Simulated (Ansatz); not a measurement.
Input for Ansatz (development build ahead of 0.2.0):

```yaml
crystal:
  periodic: [false, false, false]
  atoms:
    - { symbol: Li, position_ang: [0.0, 0.0, 0.0] }
    - { symbol: H, position_ang: [0.0, 0.475, 1.6] }
    - { symbol: H, position_ang: [0.0, -0.475, 1.6] }
basis:
  gaussian: { orbitals: pcseg-2 }
magnetization:
  initial_magnetization: 1
hamiltonian:
  xc: { name: wB97X-V }
```

The input is written out in the form of the current development build from the run's settings.

The run gave:

```
Converged                       : yes
Total energy                    : -8.61144 hartree
Spin squared of the determinant : 0.750
Stability test                  : minimum among restricted orbitals
```
